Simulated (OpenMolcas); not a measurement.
# [C2H2F2]+ (SMILES [CH2+][C](F)F): levels of theory compared

Aim: a comparison of 6 runs (UHF/STO-3G, UHF/3-21G, UHF/def2-SVP, USVWN5/6-31G, UB3LYP/6-31G*, UPBE0/def2-SVP) of [C2H2F2]+. 

Program for the calculation: OpenMolcas 26.06.

2 further runs of the same task are left out: 2 set aside as unsound or not needed.

## (1) Starting point

[C2H2F2]+: 6 atoms, total charge +1, spin state doublet. SMILES: `[CH2+][C](F)F`. The coordinates come from a GFN2-xTB relaxation. This is one conformer, not always the lowest.

Bond lengths: C1–C2 1.388 Å, C2–F3 1.276 Å, C2–F4 1.276 Å, C1–H5 1.090 Å, C1–H6 1.090 Å. Angles: C1–C2–F3 123.4°, C1–C2–F4 123.5°, F3–C2–F4 113.1°, C2–C1–H5 120.5°, C2–C1–H6 120.4°, H5–C1–H6 119.1°.

## (2) Energy and forces at UHF/STO-3G (run 1)

calc.inp

```
&GATEWAY
BasLib
$CurrDir
Coord
6
angstrom
C       -0.311240       0.627880      -0.251470
C        0.269710      -0.543000       0.216990
F       -0.401710      -1.524620       0.680470
F        1.529160      -0.747770       0.228470
H        0.308060       1.437100      -0.637380
H       -1.393960       0.750410      -0.237080
Basis
STO-3G
Group
NoSym
&SEWARD
&SCF
UHF
Charge
1
Spin
2
Thresholds
1e-10 1e-07 1e-07 1e-05
PrOrbitals
1 1
&ALASKA
```

The basis set STO-3G is read from a file made from the Basis Set Exchange's data (not shown).

On the command line:

```sh
$ export MOLCAS_MEM=1860
$ pymolcas calc.inp > calc.log
```

The log of the run:

```text
--- Start Module: gateway ---
[...]
--- Stop Module: gateway /rc=_RC_ALL_IS_WELL_ ---
[...]
      Basis functions           22
[...]
--- Start Module: scf ---
[...]
       Convergence after  18 Iterations
[...]
::    Total SCF energy                               -271.7413858323
[...]
      Total spin, S                                     0.5048455728
[...]
      Total electronic charge=   31.000000
      Total            charge=    1.000000
[...]
      Dipole Moment (debye):
      Origin of the operator (angstrom)=    0.3097   -0.6241    0.2495
                   X= -1.3242E+00               Y=  2.6719E+00               Z= -1.0688E+00           Total=  3.1678E+00
      Center of Charge (angstrom)
[...]
--- Stop Module: scf /rc=_RC_ALL_IS_WELL_ ---
--- Start Module: alaska ---
[...]
 *              Molecular gradients               *
 **************************************************
  Irreducible representation: a
 ------------------------------------------------------------------------------------------
                              X                       Y                       Z
 ------------------------------------------------------------------------------------------
  C1                3.03053035754051E-02   -6.05506811188015E-02    2.41610322932093E-02
  C2               -1.61136071227819E-02    3.30451474995765E-02   -1.32517977897066E-02
  F3                2.48030536653108E-02    2.64231732551803E-02   -1.28787852140029E-02
  F4               -3.88653429798396E-02    1.08841427289019E-03    1.91524173471419E-03
  H5               -4.35494708355466E-03   -1.69179214570958E-03    1.01188371139149E-03
  H6                4.22553994545227E-03    1.68573823686680E-03   -9.57574735599043E-04
 ------------------------------------------------------------------------------------------
--- Stop Module: alaska /rc=_RC_ALL_IS_WELL_ ---
[...]
```

Wall time 2.2 s (1 thread of Arm Neoverse V1, shared host); peak memory 0.37 GiB.

## (3) Energy and gradient at UHF/3-21G (run 2)

job.inp

```
* C2H2F2 Hartree-Fock
&gateway
baslib=$CurrDir
coord
6
angstrom
C       -0.311240       0.627880      -0.251470
C        0.269710      -0.543000       0.216990
F       -0.401710      -1.524620       0.680470
F        1.529160      -0.747770       0.228470
H        0.308060       1.437100      -0.637380
H       -1.393960       0.750410      -0.237080
basis=3-21G
group=NoSym
&seward
&scf
uhf
charge=1
spin=2
thresholds=1e-10 1e-07 1e-07 1e-05
prorbitals=1 2
&alaska
```

The basis set 3-21G is read from a file made from the Basis Set Exchange's data (not shown).

On the command line:

```sh
$ export MOLCAS_MEM=1860
$ pymolcas job.inp > job.log
```

The log of the run:

```text
--- Start Module: gateway ---
[...]
--- Stop Module: gateway /rc=_RC_ALL_IS_WELL_ ---
[...]
      Basis functions           40
[...]
--- Start Module: scf ---
[...]
       Convergence after  21 Iterations
[...]
::    Total SCF energy                               -273.8988139237
[...]
      Total spin, S                                     0.5025938455
[...]
      Total electronic charge=   31.000000
      Total            charge=    1.000000
[...]
      Dipole Moment (debye):
      Origin of the operator (angstrom)=    0.3097   -0.6241    0.2495
                   X= -2.0121E+00               Y=  4.0589E+00               Z= -1.6235E+00           Total=  4.8124E+00
      Center of Charge (angstrom)
[...]
--- Stop Module: scf /rc=_RC_ALL_IS_WELL_ ---
[...]
--- Start Module: alaska ---
[...]
 *              Molecular gradients               *
 **************************************************
  Irreducible representation: a
 ------------------------------------------------------------------------------------------
                              X                       Y                       Z
 ------------------------------------------------------------------------------------------
  C1                1.10161327202629E-02   -2.16928393252331E-02    8.57452264477665E-03
  C2               -4.16871307191125E-03    8.82723935866547E-03   -3.56172137437127E-03
  F3                4.71565340128777E-03   -6.52658073747148E-04    1.47653712367912E-06
  F4               -2.99406021831317E-03   -3.51687086492158E-03    1.71477449558577E-03
  H5                3.66276363523910E-03    1.17766606476528E-02   -5.26250300086462E-03
  H6               -1.22317764665580E-02    5.25846825759213E-03   -1.46654930225751E-03
 ------------------------------------------------------------------------------------------
--- Stop Module: alaska /rc=_RC_ALL_IS_WELL_ ---
[...]
```

It took 2.5 s on 1 thread of Arm Neoverse V1, shared host; peak memory 0.37 GiB.

Runs 3 to 5 aren't shown in full; the table further down has their settings and results.

## (4) Energy and gradient at UPBE0/def2-SVP (run 6)

run.input

```
&gateway
 baslib=$CurrDir
 coord
 6
 angstrom
 C       -0.311240       0.627880      -0.251470
 C        0.269710      -0.543000       0.216990
 F       -0.401710      -1.524620       0.680470
 F        1.529160      -0.747770       0.228470
 H        0.308060       1.437100      -0.637380
 H       -1.393960       0.750410      -0.237080
 basis=def2-SVP
 group=NoSym

&seward
 gridinput
 Grid=UltraFine
 End of Grid

&scf
 uhf
 charge=1
 spin=2
 ksdft=PBE0
 thresholds=1e-10 1e-07 1e-07 1e-05
 prorbitals=1

&alaska
```

The basis set def2-SVP is read from a file made from the Basis Set Exchange's data (not shown).

On the command line:

```sh
$ export MOLCAS_MEM=1860
$ pymolcas run.input > run.log
```

The log of the run:

```text
--- Start Module: gateway ---
[...]
--- Stop Module: gateway /rc=_RC_ALL_IS_WELL_ ---
[...]
      Basis functions           66
[...]
--- Start Module: scf ---
[...]
       Convergence after  19 Iterations
[...]
::    Total KS-DFT energy                            -276.2070655552
[...]
      Total spin, S                                     0.5011584175
[...]
      Total electronic charge=   31.000000
      Total            charge=    1.000000
[...]
      Dipole Moment (debye):
      Origin of the operator (angstrom)=    0.3097   -0.6241    0.2495
                   X= -1.7566E+00               Y=  3.5441E+00               Z= -1.4177E+00           Total=  4.2019E+00
      Center of Charge (angstrom)
[...]
--- Stop Module: scf /rc=_RC_ALL_IS_WELL_ ---
[...]
--- Start Module: alaska ---
[...]
 *              Molecular gradients               *
 **************************************************
  Irreducible representation: a
 ------------------------------------------------------------------------------------------
                              X                       Y                       Z
 ------------------------------------------------------------------------------------------
  C1                7.69209063375964E-03   -1.50909882115648E-02    5.96640358729905E-03
  C2               -2.27338960890062E-02    4.61859725965583E-02   -1.85076397294313E-02
  F3               -8.94671758247156E-03   -2.25216197553575E-02    1.02462735938476E-02
  F4                2.42848368617068E-02   -8.96715478357413E-03    2.39669986918803E-03
  H5               -5.27259844347894E-03   -1.83762570850288E-03    1.13503688042416E-03
  H6                4.97628461960087E-03    2.23141586228293E-03   -1.23677420131321E-03
 ------------------------------------------------------------------------------------------
--- Stop Module: alaska /rc=_RC_ALL_IS_WELL_ ---
[...]
```

Run time: 33 s. Hardware: 1 thread of Arm Neoverse V1, shared host; peak memory 0.41 GiB.

## (5) All runs side by side

```tsv
run	level	integration grid	energy (Eh)	HOMO energy (eV)	LUMO energy (eV)	⟨S²⟩	wall time
1	UHF/STO-3G	–	-271.741386	-18.98	-6.05	0.760	2.2 s
2	UHF/3-21G	–	-273.898814	-20.16	-8.18	0.755	2.5 s
3	UHF/def2-SVP	–	-275.191542	-20.14	-7.81	0.755	5.1 s
4	USVWN5/6-31G	UltraFine	-274.631584	-15.24	-14.16	0.751	13 s
5	UB3LYP/6-31G* (spherical functions)	UltraFine	-276.693814	-16.10	-12.61	0.752	32 s
6	UPBE0/def2-SVP	UltraFine	-276.207066	-16.66	-12.49	0.752	33 s
```

## (6) Results

```
                                 quantity          value
                      run 6: total energy  -276.20707 Eh
run 6: HOMO energy (highest over α and β)      -16.66 eV
 run 6: LUMO energy (lowest over α and β)      -12.49 eV
                              run 6: ⟨S²⟩          0.752
          run 6: largest force on an atom     2.813 eV/Å
```

What this shows: Totals of different functionals can't be ranked against each other. In run 1 the basis is minimal, so the values are rough. All runs together took 88 s, the longest 33 s.
